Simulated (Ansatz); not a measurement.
in.yaml

```yaml
crystal:
  periodic: [false, false, false]
  atoms:
    - {symbol: B, position_ang: [0.000000, 0.000000, 0.898833]}
    - {symbol: C, position_ang: [0.000000, 0.000000, -0.606573]}
    - {symbol: H, position_ang: [0.000000, -0.912704, -1.206376]}
    - {symbol: H, position_ang: [0.000000, 0.912704, -1.206376]}
basis:
  gaussian: {orbitals: 6-31G}
magnetization: {spin_polarized: false, initial_magnetization: 5}
correlation: {method: ccsd_t, frozen_orbitals: {B: 20}}
accuracy: high
```

```sh
$ ansatz run in.yaml --threads 1 --pin off --events-out ev --progress --plain --max-ram 2393MiB
```

Question: What does the program do with this input?

Answer: Refused. The input was made wrong on purpose (wrong frozen-orbital counts), so the run isn't a sound calculation of what was asked.
```
Error: "frozen_orbitals" has no count for C
```
